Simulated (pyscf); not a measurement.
SiH₃• + NH₃ -> H₂N–SiH₂• + H₂ (four-centre exchange; doublet surface; H–Si, H–N broken, N–Si, H–H formed). Single points on ωB97X-D3(BJ)/def2-SVP structures (PySCF, gas phase). Energies in kJ/mol from the separated reactants.

```csv
level,barrier,reaction energy
ωB97X-D3(BJ)/def2-TZVP,…,…
PBE/def2-TZVP,144.7,-27.0
B3LYP-D3(BJ)/def2-TZVP,168.2,-30.7
PBE0-D3(BJ)/def2-TZVP,156.3,-24.8
ωB97M-D3(BJ)/def2-TZVP,…,-26.5
HF/def2-TZVP,253.0,-9.9
```

Problem. Complete the blanks.

Solution. 
- ωB97X-D3(BJ)/def2-TZVP, barrier: 170.3
- ωB97X-D3(BJ)/def2-TZVP, reaction energy: -31.6
- ωB97M-D3(BJ)/def2-TZVP, barrier: 172.7

The functionals in the table span 27.9 kJ/mol in this barrier, from PBE to ωB97M-D3(BJ)/def2-TZVP. On the reactant side the descent ends in a complex (not fully relaxed), 17.3 kJ/mol under the separated species and 187.7 kJ/mol under the saddle at ωB97X-D3(BJ)/def2-TZVP. At the saddle there is also a short H–Si contact that neither side keeps. The same reactants have a lower exit, to H₂N–SiH₃ + H• (barrier +88.5 kJ/mol at ωB97M-D3(BJ)/def2-TZVP, against +172.7 kJ/mol here). One saddle was located; it need not be the lowest between these sides.
